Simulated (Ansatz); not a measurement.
System: rock-salt NaI. Method: PBE0 in Ansatz (plane waves, PAW).

Total energies, extrapolated to zero smearing (they compare only within this program, potentials and cutoff):

```
system                  energy (eV/atom)
----------------------  ----------------
rock-salt NaI, relaxed        -4503.0736
bcc Na                        -1486.6680
solid iodine                  -7516.6179
```

Q: Work out the formation enthalpy per atom.

A: ΔH_f ≈ ΔE = -4503.0736 − [1 × (-1486.6680) + 1 × (-7516.6179)]/2 = -1.431 eV/atom (0 K, no vibrations). The reference value is -1.492 eV/atom (measured, 298 K, copied from a table, unchecked, not corrected to a static lattice; as tabulated in NASA TM-4513), a difference of +0.061 eV/atom.

Spin–orbit coupling is left out; its size isn't shown.

The PAW data were made under PBE.

Ansatz is a program for electronic structure.
